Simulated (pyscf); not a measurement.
Single points on ωB97X-D3(BJ)/def2-SVP structures (PySCF, gas phase). Correlated levels are frozen-core, on RHF or UHF. ΔMP2 is the change of the MP2 total energy from the triple- to the quadruple-zeta basis.

SMILES: CC[SiH2]O
```xyz
12

C     -1.6295    -0.4300    -2.2335
C     -1.0105    -1.1501    -1.0284
Si     0.4214    -0.1943    -0.2761
O      1.0680    -0.9517     1.0680
H     -2.4692    -0.9987    -2.6639
H     -2.0155     0.5639    -1.9522
H     -0.8891    -0.2780    -3.0364
H     -0.6541    -2.1538    -1.3224
H     -1.7676    -1.3139    -0.2416
H     -0.0483     1.1360     0.1988
H      1.4691     0.0004    -1.3304
H      1.5416    -1.7757     0.9201
```

**Question.** What is the homolytic dissociation enthalpy (298 K, CCSD(T)/def2-TZVPP + ΔMP2(QZVPP)) of the O–Si bond of H₃C–CH₂–SiH₂–OH, to H₃C–CH₂–SiH₂• + OH•?

**Answer.** O–Si to H₃C–CH₂–SiH₂• + OH•: 125.4 kcal/mol. H₃C–CH₂–SiH₂• lies 11.7 kcal/mol over its isomer H₃C–SiH•–CH₃, and others may lie lower still (electronic energy, ωB97M-D3(BJ)). The CCSD(T) − MP2 part came from Ansatz, without density fitting, on the same reference. Left out: the spin-orbit lowering of OH.
